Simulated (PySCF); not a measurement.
## CCl₂ + H₂O → CO + 2 HCl

Level: PBE0 in the def2-TZVP basis family, all electrons, no relativity, computed in PySCF with density fitting; open shells unrestricted.

```csv
species,state and structure,ZPE (kJ/mol),H(298 K) − H(0) (kJ/mol),S° (J/(mol K))
CCl₂,"singlet, C2v, C–Cl 1.708 Å (×2); Cl–C–Cl 109.5°",11.2,11.4,264.3
H₂O,"singlet, C2v, O–H 0.960 Å (×2); H–O–H 105.1°",56.5,9.9,188.7
CO,"singlet, C∞v, C–O 1.123 Å",13.4,8.7,197.5
HCl,"singlet, C∞v, H–Cl 1.279 Å",17.9,8.7,186.6
```

**Question.** Is the gas-phase reaction uphill or downhill in electronic energy at this level, and by how much?

**Answer.** At PBE0/def2-TZVP, ΔE = -249.0 kJ/mol, downhill. Hydrolysis steps of this kind drive oxide growth by atomic layer deposition.

**Question.** Add zero-point, thermal and entropy terms for 298.15 K and 1 bar.

**Answer.** ΔZPE = -18.5 and Δ[H(298) − H(0)] = 4.8 kJ/mol give ΔH° = -262.7 kJ/mol. ΔS° = 117.7 J/(mol K), so ΔG° = -262.7 − 298.15 × (0.1177) = -298 kJ/mol.

Each species is the lowest minimum found with this bonding; other isomers or fragments can lie lower.
